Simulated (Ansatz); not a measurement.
Working through a ranking of conformers of C5H7N, SMILES NCC=C1C=C1

With the Ansatz DFT code, driven from Python.

Notebook, run cell by cell (the value of a cell's last expression is shown):

In [1]:
```python
import ansatz as az
from rdkit import Chem
from rdkit.Chem import AllChem
```

In [2]:
```python
BASIS = "def2-SVP"
FUNCTIONAL = "r2SCAN"
```

In [3]:
```python
rd = Chem.AddHs(Chem.MolFromSmiles("NCC=C1C=C1"))
ids = list(AllChem.EmbedMultipleConfs(rd, numConfs=20, randomSeed=128, pruneRmsThresh=0.4))
field = [energy for _, energy in AllChem.MMFFOptimizeMoleculeConfs(rd)]
distinct = {round(e, 2): i for i, e in zip(ids, field)}
chosen = sorted(distinct.items())[:4]
found = []
for force_field, index in chosen:
    mol = az.Crystal.molecule()
    for atom, xyz in zip(rd.GetAtoms(), rd.GetConformer(index).GetPositions()):
        mol = mol.atom(atom.GetSymbol(), xyz.round(5).tolist())
    base = mol.calculation().basis(gaussian=BASIS).functional(FUNCTIONAL).accuracy("medium")
    found.append(base.run().report["free_energy_ev"])
print("conformer   MMFF (kcal/mol)   this level (kcal/mol)")
for (force_field, index), e in zip(chosen, found):
    print(f"{index:9d} {force_field - chosen[0][0]:17.2f} {23.060548 * (e - min(found)):17.3f}")
```
```text
conformer   MMFF (kcal/mol)   this level (kcal/mol)
        0              0.00             0.000
        1              1.30             1.740
        2              2.23             0.718
```

What to keep in mind:
- These settings explore the input space; basis and method may be short of convergence.
- The conformers keep their force-field geometries.
- It ran for 16 s on 1 thread of Arm Neoverse V2, on a shared host, peak memory 0.29 GiB.
